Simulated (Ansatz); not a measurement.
# FCI/6-311+G(d,p) (sfX2C, nuclear model gaussian, start density atoms) run of BH2 (boron dihydride)

Aim: the energy change on altering one bond length of BH2 (boron dihydride) at FCI/6-311+G** (sfX2C, nuclear model gaussian, start density atoms), from 2 runs. 

The calculation is run with Ansatz 0.2.0.

8 further runs of the same task are left out: 2 for a known fault of the program, 1 that didn't finish, 5 set aside as unsound or not needed. Runs told in other sessions of the task aren't counted.

## (1) The molecule

The species is BH2 (3 atoms), meant as a doublet with charge 0. As SMILES, `[BH2]`. The coordinates come from a PBE0-D4/def2-TZVP relaxation.

Bond lengths: B1–H2 1.191 Å, B1–H3 1.191 Å. Angles: H2–B1–H3 129.4°.

## (2) The energy at FCI/6-311+G(d,p) (sfX2C, nuclear model gaussian, start density atoms)

File job.yaml:

```yaml
crystal:
  periodic: [false, false, false]
  atoms:
    - {symbol: B, position_ang: [0.265070, -0.167660, 0.129730]}
    - {symbol: H, position_ang: [0.292070, 1.014920, 0.270850]}
    - {symbol: H, position_ang: [-0.557150, -0.847260, -0.400590]}
basis:
  gaussian: {orbitals: 6-311+G_st__st_.json, nuclear_model: gaussian}
magnetization: {spin_polarized: false, initial_magnetization: 1}
hamiltonian: {pseudopotentials: {relativity: scalar}}
correlation: {method: fci, electrons: outside_noble_gas}
accuracy: high
output: {orbitals: {seedname: orbitals}}
```

The basis set 6-311+G** is read from a file made from the Basis Set Exchange's data (not shown).

The run is started by

```console
$ ansatz run job.yaml --threads 1 --pin off --max-ram 3480MiB --events-out events.jsonl --progress --plain --runs-dir runs
```

The program printed:

```text
Warning: RAYON_NUM_THREADS=1 ignored (pool sized by the plan → 1); use --threads N
Functional definition: HF
  name "HF"
  exchange = exact_x
  correlation = 0
598 factors; integrals over basis functions are off by at most 2.5e-9 eV
mean field evaluation 1: about -700.3259 eV, gradient 8.8e0 eV
mean field evaluation 2: about -700.3261 eV, gradient 8.8e0 eV
mean field evaluation 4: about -701.0350 eV, gradient 4.1e-1 eV
mean field evaluation 8: about -701.0379 eV, gradient 6.5e-4 eV
mean field evaluation 16: about -699.6410 eV, gradient 1.6e-1 eV
mean field evaluation 32: about -701.0364 eV, gradient 3.2e-1 eV
mean field -701.03793802 eV, -25.7626690416 hartree, gradient 2.3e-8 eV, S^2 0.750000; 5 other end points of the search recorded, 0 dependent functions left out
mean field evaluation 64: about -699.7643 eV, gradient 6.8e-3 eV
determinant -701.03793802 eV, -25.7626690416 hartree, with singles and doubles -703.53997875 eV, -25.8546173424 hartree
determinant -699.63913812 eV, -25.7112640936 hartree, with singles and doubles -702.35407752 eV, -25.8110362760 hartree
1 core orbitals not correlated: weight in the atoms' cores, before any rotation towards them, 1.000 or more for the frozen orbitals, at most 0.000 for the correlated occupied ones
reference -701.03793802 eV, -25.7626690416 hartree; 3, 2 occupied and 30, 31 virtual orbitals, 598 factors
state -703.57197487 eV, -25.8557931783 hartree
Total energy: -703.57197487 eV, -25.8557931783 hartree
Relativity: scalar
```

It took 6.6 s on 1 thread of Arm Neoverse V2, shared host.

## (3) The distorted shape, same level

job.yaml: that of step 2 with these lines changed.

```diff
@@ -3,4 +3,4 @@
   atoms:
-    - {symbol: B, position_ang: [0.265070, -0.167660, 0.129730]}
-    - {symbol: H, position_ang: [0.292070, 1.014920, 0.270850]}
+    - {symbol: B, position_ang: [0.593966, 0.104187, 0.341863]}
+    - {symbol: H, position_ang: [0.620966, 1.286767, 0.482983]}
     - {symbol: H, position_ang: [-0.557150, -0.847260, -0.400590]}
```

The basis set 6-311+G** is read from a file made from the Basis Set Exchange's data (not shown).

The run is started by

```console
$ ansatz run job.yaml --threads 1 --pin off --max-ram 3480MiB --events-out events.jsonl --progress --plain --runs-dir runs
```

The program printed, shortened:

```text
Warning: RAYON_NUM_THREADS=1 ignored (pool sized by the plan → 1); use --threads N
[... 2 set-up lines as earlier in the session ...]
[...]
599 factors; integrals over basis functions are off by at most 2.9e-9 eV
[...]
mean field -699.52966072 eV, -25.7072408731 hartree, gradient 2.1e-8 eV, S^2 0.750000; 5 other end points of the search recorded, 0 dependent functions left out
determinant -699.52966072 eV, -25.7072408731 hartree, with singles and doubles -702.18731458 eV, -25.8049078510 hartree
determinant -697.97460810 eV, -25.6500937433 hartree, with singles and doubles -700.96344117 eV, -25.7599313330 hartree
1 core orbitals not correlated: weight in the atoms' cores, before any rotation towards them, 1.000 or more for the frozen orbitals, at most 0.000 for the correlated occupied ones
reference -699.52966072 eV, -25.7072408731 hartree; 3, 2 occupied and 30, 31 virtual orbitals, 599 factors
state -702.24188373 eV, -25.8069132303 hartree
Total energy: -702.24188373 eV, -25.8069132303 hartree
Relativity: scalar
```

It took 14 s on 1 thread of Arm Neoverse V2, shared host; peak memory 0.23 GiB.

## (4) Summary of results

At FCI/6-311+G** (sfX2C, nuclear model gaussian, start density atoms), 1 core orbital frozen:

```
                                                         quantity         value
                                        first shape: total energy  -25.85579 Eh
          first shape: correlation energy (1 core orbital frozen)     -93.1 mEh
                                    distorted shape: total energy  -25.80691 Eh
      distorted shape: correlation energy (1 core orbital frozen)     -99.7 mEh
energy change with the B1–H3 bond stretched from 1.191 to 1.668 Å      1.330 eV
```

**Reading.** With the B1–H3 bond stretched from 1.191 to 1.668 Å the energy rises by 1.33 eV (128 kJ/mol). The first shape isn't relaxed at this level, so the change isn't measured from a minimum.
